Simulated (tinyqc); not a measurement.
Inside a calculation (part 2 of 2). Method: CIS and TDHF on RHF in the sto-3g basis, for BH2+, spin multiplicity 1. Computed by tinyqc, a small Python program that keeps every step (integrals from PySCF). Command: `OMP_NUM_THREADS=1 python tinyqc.py 26358 26359 out.jsonl` (the two numbers bound the seeds that draw the settings). One thread of a shared host (Intel(R) Xeon(R) Processor @ 2.60GHz), about 0.08 s of CPU time with the checks.

Geometry (angstrom):

| atom | x | y | z |
|---|---|---|---|
| B | 0.000000 | 0.000000 | 0.000000 |
| H | 0.000000 | 1.359000 | 0.484000 |
| H | 0.000000 | -1.359000 | 0.484000 |

## CIS matrix, singlets

orbital energies (hartree): MO1 -7.907091, MO2 -0.912289, MO3 -0.774458, MO4 -0.195891, MO5 -0.143405, MO6 0.068257, MO7 0.235822

Two-electron integrals over orbitals (pq|rs), unique and non-zero (hartree):
```
(11|11) 2.892144    (21|11) -0.262766   (21|21) 0.037849    (22|11) 0.614979
(22|21) -0.009404   (22|22) 0.451215    (31|31) 0.008365    (32|31) 0.013677
(32|32) 0.135258    (33|11) 0.529423    (33|21) -0.003675   (33|22) 0.439360
(33|33) 0.456929    (41|11) 0.131212    (41|21) -0.017513   (41|22) 0.009809
(41|33) 0.004621    (41|41) 0.024468    (42|11) -0.091797   (42|21) 0.005784
(42|22) 0.002485    (42|33) 0.012052    (42|41) 0.013959    (42|42) 0.076695
(43|31) -0.001670   (43|32) 0.031599    (43|43) 0.035063    (44|11) 0.686668
(44|21) -0.010690   (44|22) 0.440891    (44|33) 0.412912    (44|41) -0.010206
(44|42) -0.078549   (44|44) 0.551429    (51|51) 0.021633    (52|51) 0.022508
(52|52) 0.077443    (53|53) 0.017453    (54|51) -0.010816   (54|52) -0.031312
(54|54) 0.039100    (55|11) 0.742016    (55|21) -0.009693   (55|22) 0.467542
(55|33) 0.420137    (55|41) 0.004537    (55|42) -0.048218   (55|44) 0.496623
(55|55) 0.586773    (61|11) -0.183734   (61|21) 0.027819    (61|22) -0.003297
(61|33) -0.000965   (61|41) -0.003043   (61|42) 0.013657    (61|44) -0.015515
(61|55) -0.005573   (61|61) 0.026398    (62|11) 0.191699    (62|21) -0.006378
(62|22) 0.052127    (62|33) 0.010064    (62|41) 0.013240    (62|42) -0.003628
(62|44) 0.052176    (62|55) 0.100667    (62|61) 0.001785    (62|62) 0.086667
(63|31) 0.001112    (63|32) -0.066030   (63|43) -0.032948   (63|63) 0.078967
(64|11) 0.103331    (64|21) -0.000542   (64|22) 0.029068    (64|33) 0.000727
(64|41) 0.005220    (64|42) -0.008143   (64|44) 0.047813    (64|55) 0.052920
(64|61) 0.002895    (64|62) 0.055450    (64|64) 0.043498    (65|51) 0.015261
(65|52) 0.048098    (65|54) -0.007782   (65|65) 0.038344    (66|11) 0.572087
(66|21) -0.006908   (66|22) 0.445650    (66|33) 0.441780    (66|41) 0.019069
(66|42) 0.049503    (66|44) 0.399142    (66|55) 0.428769    (66|61) 0.005006
(66|62) 0.036062    (66|64) 0.017770    (66|66) 0.492679    (71|31) 0.012780
(71|32) 0.019240    (71|43) -0.002762   (71|63) 0.001647    (71|71) 0.019588
(72|31) 0.008709    (72|32) -0.005891   (72|43) -0.031624   (72|63) 0.049328
(72|71) 0.012598    (72|72) 0.054617    (73|11) 0.228600    (73|21) -0.005685
(73|22) 0.055819    (73|33) 0.026680    (73|41) 0.000447    (73|42) -0.052718
(73|44) 0.097866    (73|55) 0.116686    (73|61) -0.005170   (73|62) 0.073299
(73|64) 0.049863    (73|66) 0.002745    (73|73) 0.111207    (74|31) -0.007447
(74|32) -0.069255   (74|43) -0.004839   (74|63) 0.046598    (74|71) -0.010971
(74|72) 0.006376    (74|74) 0.055435    (75|53) 0.016644    (75|75) 0.018737
(76|31) 0.009138    (76|32) 0.114018    (76|43) 0.046529    (76|63) -0.080403
(76|71) 0.013019    (76|72) -0.035175   (76|74) -0.060031   (76|76) 0.124880
(77|11) 0.626640    (77|21) -0.008515   (77|22) 0.448003    (77|33) 0.461723
(77|41) 0.003871    (77|42) -0.004249   (77|44) 0.445550    (77|55) 0.446887
(77|61) -0.005686   (77|62) 0.014013    (77|64) 0.002035    (77|66) 0.455800
(77|73) 0.038519    (77|77) 0.492126
```

A(ia,jb) = (e_a - e_i) d_ij d_ab + 2 (ia|jb) - (ij|ab).

CIS matrix A, singlet (hartree):
```
           1>4       1>5        1>6        1>7        2>4       2>5        2>6        2>7
1>4   7.073467  0.000000  -0.109417   0.000000   0.038609  0.000000   0.027021   0.000000
1>5   0.000000  7.064935   0.000000   0.000000   0.000000  0.054709   0.000000   0.000000
1>6  -0.109417  0.000000   7.456058   0.000000   0.027855  0.000000   0.010478   0.000000
1>7   0.000000  0.000000   0.000000   7.555448   0.000000  0.000000   0.000000   0.033711
2>4   0.038609  0.000000   0.027855   0.000000   0.428896  0.000000  -0.036323   0.000000
2>5   0.000000  0.054709   0.000000   0.000000   0.000000  0.456227   0.000000   0.000000
2>6   0.027021  0.000000   0.010478   0.000000  -0.036323  0.000000   0.708229   0.000000
2>7   0.000000  0.000000   0.000000   0.033711   0.000000  0.000000   0.000000   0.809343
3>4   0.000000  0.000000   0.000000   0.001922   0.000000  0.000000   0.000000   0.006006
3>5   0.000000  0.000000   0.000000   0.000000   0.000000  0.000000   0.000000   0.000000
3>6   0.000000  0.000000   0.000000  -0.005844   0.000000  0.000000   0.000000  -0.015361
3>7   0.008340  0.000000  -0.019478   0.000000  -0.036181  0.000000   0.032581   0.000000

           3>4       3>5        3>6        3>7
1>4   0.000000  0.000000   0.000000   0.008340
1>5   0.000000  0.000000   0.000000   0.000000
1>6   0.000000  0.000000   0.000000  -0.019478
1>7   0.001922  0.000000  -0.005844   0.000000
2>4   0.000000  0.000000   0.000000  -0.036181
2>5   0.000000  0.000000   0.000000   0.000000
2>6   0.000000  0.000000   0.000000   0.032581
2>7   0.006006  0.000000  -0.015361   0.000000
3>4   0.235780  0.000000  -0.066623   0.000000
3>5   0.000000  0.245821   0.000000   0.000000
3>6  -0.066623  0.000000   0.558870   0.000000
3>7   0.000000  0.000000   0.000000   0.770970
```

## CIS singlet states

dipole integrals <i|r|a> (bohr):
```
            x          y          z
1>4  0.000000   0.000000   0.098955
1>5  0.118008   0.000000   0.000000
1>6  0.000000   0.000000   0.065417
1>7  0.000000   0.102241   0.000000
2>4  0.000000   0.000000   0.885565
2>5  0.843037   0.000000   0.000000
2>6  0.000000   0.000000   0.055028
2>7  0.000000  -0.533420   0.000000
3>4  0.000000   0.494109   0.000000
3>5  0.000000   0.000000   0.000000
3>6  0.000000  -1.258121   0.000000
3>7  0.000000   0.000000  -0.542090
```

Diagonalise A (1 hartree = 27.211386 eV); each vector has its largest component positive (the first on a tie). The transition dipole is mu = sqrt2 sum c_ia <i|r|a>.

singlet excitation energies (eV): 6.056356  6.689118  11.454694  12.402248  15.536638  18.926884  21.525731  22.049142  191.699173  192.259006  203.683976  205.598946

lowest vectors:
```
       state 1   state 2    state 3    state 4    state 5    state 6
1>4   0.000000  0.000000  -0.006388   0.000000   0.000000  -0.002915
1>5   0.000000  0.000000   0.000000  -0.008277   0.000000   0.000000
1>6   0.000000  0.000000  -0.003934   0.000000   0.000000  -0.002392
1>7  -0.000080  0.000000   0.000000   0.000000   0.000545   0.000000
2>4   0.000000  0.000000   0.989070   0.000000   0.000000  -0.066448
2>5   0.000000  0.000000   0.000000   0.999966   0.000000   0.000000
2>6   0.000000  0.000000   0.115433   0.000000   0.000000   0.903854
2>7  -0.004955  0.000000   0.000000   0.000000   0.067867   0.000000
3>4   0.980968  0.000000   0.000000   0.000000  -0.193331   0.000000
3>5   0.000000  1.000000   0.000000   0.000000   0.000000   0.000000
3>6   0.194106  0.000000   0.000000   0.000000   0.978783   0.000000
3>7   0.000000  0.000000   0.091428   0.000000   0.000000  -0.422633
```

oscillator strengths 2/3 w |mu|^2: 0.017542  0.000000  0.388325  0.430868  1.414494  0.044704

## TDHF (RPA) singlet states

B(ia,jb) = 2 (ia|jb) - (ib|ja); the squared energies are the eigenvalues of (A - B)(A + B); 1 hartree = 27.211386 eV.

TDHF matrix B, singlet (hartree):
```
           1>4       1>5        1>6        1>7        2>4       2>5        2>6        2>7
1>4   0.024468  0.000000  -0.003043   0.000000   0.013959  0.000000   0.012823   0.000000
1>5   0.000000  0.021633   0.000000   0.000000   0.000000  0.022508   0.000000   0.000000
1>6  -0.003043  0.000000   0.026398   0.000000   0.014074  0.000000   0.001785   0.000000
1>7   0.000000  0.000000   0.000000   0.019588   0.000000  0.000000   0.000000   0.012598
2>4   0.013959  0.000000   0.014074   0.000000   0.076695  0.000000  -0.003628   0.000000
2>5   0.000000  0.022508   0.000000   0.000000   0.000000  0.077443   0.000000   0.000000
2>6   0.012823  0.000000   0.001785   0.000000  -0.003628  0.000000   0.086667   0.000000
2>7   0.000000  0.000000   0.000000   0.012598   0.000000  0.000000   0.000000   0.054617
3>4   0.000000  0.000000   0.000000  -0.005971   0.000000  0.000000   0.000000  -0.010530
3>5   0.000000  0.000000   0.000000   0.000000   0.000000  0.000000   0.000000   0.000000
3>6   0.000000  0.000000   0.000000   0.008464   0.000000  0.000000   0.000000   0.025357
3>7   0.003656  0.000000  -0.011987   0.000000  -0.073812  0.000000   0.097271   0.000000

           3>4       3>5        3>6        3>7
1>4   0.000000  0.000000   0.000000   0.003656
1>5   0.000000  0.000000   0.000000   0.000000
1>6   0.000000  0.000000   0.000000  -0.011987
1>7  -0.005971  0.000000   0.008464   0.000000
2>4   0.000000  0.000000   0.000000  -0.073812
2>5   0.000000  0.000000   0.000000   0.000000
2>6   0.000000  0.000000   0.000000   0.097271
2>7  -0.010530  0.000000   0.025357   0.000000
3>4   0.035063  0.000000  -0.032948   0.000000
3>5   0.000000  0.017453   0.000000   0.000000
3>6  -0.032948  0.000000   0.078967   0.000000
3>7   0.000000  0.000000   0.000000   0.111207
```

squared energies w^2 (hartree^2): 0.048634  0.060123  0.170305  0.201727  0.316034  0.478917  0.581920  0.653279  49.627970  49.918234  56.027646  57.086536

TDHF energies from the positive w^2 (eV): 6.000970  6.672238  11.229611  12.221724  15.297400  18.831315  20.757849  21.993783  191.696384  192.256165  203.681627  205.597350

## CIS matrix, triplets

A(ia,jb) = (e_a - e_i) d_ij d_ab - (ij|ab).

CIS matrix A, triplet (hartree):
```
           1>4       1>5        1>6        1>7        2>4       2>5        2>6        2>7
1>4   7.024532  0.000000  -0.103331   0.000000   0.010690  0.000000   0.000542   0.000000
1>5   0.000000  7.021670   0.000000   0.000000   0.000000  0.009693   0.000000   0.000000
1>6  -0.103331  0.000000   7.403262   0.000000   0.000542  0.000000   0.006908   0.000000
1>7   0.000000  0.000000   0.000000   7.516272   0.000000  0.000000   0.000000   0.008515
2>4   0.010690  0.000000   0.000542   0.000000   0.275507  0.000000  -0.029068   0.000000
2>5   0.000000  0.009693   0.000000   0.000000   0.000000  0.301341   0.000000   0.000000
2>6   0.000542  0.000000   0.006908   0.000000  -0.029068  0.000000   0.534896   0.000000
2>7   0.000000  0.000000   0.000000   0.008515   0.000000  0.000000   0.000000   0.700108
3>4   0.000000  0.000000   0.000000   0.007447   0.000000  0.000000   0.000000   0.069255
3>5   0.000000  0.000000   0.000000   0.000000   0.000000  0.000000   0.000000   0.000000
3>6   0.000000  0.000000   0.000000  -0.009138   0.000000  0.000000   0.000000  -0.114018
3>7   0.007447  0.000000  -0.009138   0.000000   0.069255  0.000000  -0.114018   0.000000

           3>4       3>5        3>6        3>7
1>4   0.000000  0.000000   0.000000   0.007447
1>5   0.000000  0.000000   0.000000   0.000000
1>6   0.000000  0.000000   0.000000  -0.009138
1>7   0.007447  0.000000  -0.009138   0.000000
2>4   0.000000  0.000000   0.000000   0.069255
2>5   0.000000  0.000000   0.000000   0.000000
2>6   0.000000  0.000000   0.000000  -0.114018
2>7   0.069255  0.000000  -0.114018   0.000000
3>4   0.165655  0.000000  -0.000727   0.000000
3>5   0.000000  0.210915   0.000000   0.000000
3>6  -0.000727  0.000000   0.400935   0.000000
3>7   0.000000  0.000000   0.000000   0.548556
```

## CIS triplet states

Diagonalise A (1 hartree = 27.211386 eV); each vector has its largest component positive (the first on a tie).

triplet excitation energies (eV): 4.244286  5.739301  7.045586  8.199539  9.921832  11.738771  18.193591  20.301653  190.430599  191.069745  202.170892  204.529011

lowest vectors:
```
       state 1   state 2    state 3    state 4   state 5    state 6
1>4   0.000000  0.000000  -0.001292   0.000000  0.000000  -0.001025
1>5   0.000000  0.000000   0.000000  -0.001442  0.000000   0.000000
1>6   0.000000  0.000000  -0.000394   0.000000  0.000000   0.000074
1>7  -0.000916  0.000000   0.000000   0.000000  0.000747   0.000000
2>4   0.000000  0.000000   0.973234   0.000000  0.000000   0.146157
2>5   0.000000  0.000000   0.000000   0.999999  0.000000   0.000000
2>6   0.000000  0.000000   0.007628   0.000000  0.000000   0.750726
2>7  -0.138707  0.000000   0.000000   0.000000  0.301271   0.000000
3>4   0.988411  0.000000   0.000000   0.000000  0.101429   0.000000
3>5   0.000000  1.000000   0.000000   0.000000  0.000000   0.000000
3>6  -0.061664  0.000000   0.000000   0.000000  0.948128   0.000000
3>7   0.000000  0.000000  -0.229686   0.000000  0.000000   0.644242
```

## TDHF (RPA) triplet states

B(ia,jb) = - (ib|ja); the squared energies are the eigenvalues of (A - B)(A + B); 1 hartree = 27.211386 eV.

TDHF matrix B, triplet (hartree):
```
           1>4        1>5        1>6        1>7        2>4        2>5        2>6        2>7
1>4  -0.024468   0.000000   0.003043   0.000000  -0.013959   0.000000  -0.013657   0.000000
1>5   0.000000  -0.021633   0.000000   0.000000   0.000000  -0.022508   0.000000   0.000000
1>6   0.003043   0.000000  -0.026398   0.000000  -0.013240   0.000000  -0.001785   0.000000
1>7   0.000000   0.000000   0.000000  -0.019588   0.000000   0.000000   0.000000  -0.012598
2>4  -0.013959   0.000000  -0.013240   0.000000  -0.076695   0.000000   0.003628   0.000000
2>5   0.000000  -0.022508   0.000000   0.000000   0.000000  -0.077443   0.000000   0.000000
2>6  -0.013657   0.000000  -0.001785   0.000000   0.003628   0.000000  -0.086667   0.000000
2>7   0.000000   0.000000   0.000000  -0.012598   0.000000   0.000000   0.000000  -0.054617
3>4   0.000000   0.000000   0.000000  -0.000447   0.000000   0.000000   0.000000   0.052718
3>5   0.000000   0.000000   0.000000   0.000000   0.000000   0.000000   0.000000   0.000000
3>6   0.000000   0.000000   0.000000   0.005170   0.000000   0.000000   0.000000  -0.073299
3>7   0.002762   0.000000  -0.001647   0.000000   0.031624   0.000000  -0.049328   0.000000

           3>4        3>5        3>6        3>7
1>4   0.000000   0.000000   0.000000   0.002762
1>5   0.000000   0.000000   0.000000   0.000000
1>6   0.000000   0.000000   0.000000  -0.001647
1>7  -0.000447   0.000000   0.005170   0.000000
2>4   0.000000   0.000000   0.000000   0.031624
2>5   0.000000   0.000000   0.000000   0.000000
2>6   0.000000   0.000000   0.000000  -0.049328
2>7   0.052718   0.000000  -0.073299   0.000000
3>4  -0.035063   0.000000   0.032948   0.000000
3>5   0.000000  -0.017453   0.000000   0.000000
3>6   0.032948   0.000000  -0.078967   0.000000
3>7   0.000000   0.000000   0.000000  -0.111207
```

squared energies w^2 (hartree^2): 0.017467  0.044181  0.056819  0.084769  0.115783  0.166112  0.444538  0.551690  48.973288  49.302592  55.198641  56.494084

TDHF energies from the positive w^2 (eV): 3.596351  5.719619  6.486291  7.922618  9.259180  11.090508  18.142831  20.211493  190.427778  191.066937  202.169138  204.527709
